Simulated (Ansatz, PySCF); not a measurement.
This Ansatz (a quantum-chemistry and plane-wave program) input computes a r2SCAN/def2-TZVPD energy:

Ansatz 0.2 input:
```yaml
crystal:
  periodic: [false, false, false]
  atoms:
    - {symbol: N, position_ang: [-0.00000000, 0.00000000, 0.00000000]}
    - {symbol: H, position_ang: [-0.01073378, 1.02502493, -0.03038898]}
    - {symbol: H, position_ang: [0.89333025, -0.50366246, 0.00006664]}
    - {symbol: H, position_ang: [-0.88259648, -0.52136248, 0.03032234]}
basis:
  gaussian:
    orbitals: def2-TZVPD
hamiltonian:
  xc: {name: r2SCAN}
total_charge: 1
magnetization: {spin_polarized: true, initial_magnetization: 1}
output: {forces: true}
```

### Question
Write an input for the same energy in PySCF and say what it gives.

### Answer

```python
from pyscf import gto, scf, dft

mol = gto.M(
    atom='''
    N    -0.00000000    0.00000000    0.00000000
    H    -0.01073378    1.02502493   -0.03038898
    H     0.89333025   -0.50366246    0.00006664
    H    -0.88259648   -0.52136248    0.03032234
    ''',
    basis='def2-tzvpd',
    charge=1,
    spin=1,
    verbose=4,
)

mf = dft.UKS(mol, xc='r2scan').density_fit(auxbasis='def2-universal-jkfit')
mf.grids.level = 4
mf.conv_tol = 1e-9
mf.max_cycle = 100
mf.max_memory = 1500
mf.kernel()
if not mf.converged:
    mf = mf.newton()
    mf.kernel(mf.make_rdm1())
for _ in range(2):
    mo, _, stable, _ = mf.stability(return_status=True)
    if stable:
        break
    mf.kernel(mf.make_rdm1(mo, mf.mo_occ))
mf.analyze()
```
It gives -56.18084 Eh, and Ansatz -56.18079 Eh, a difference of 0.05 mEh, from the treatment of integrals and grids.
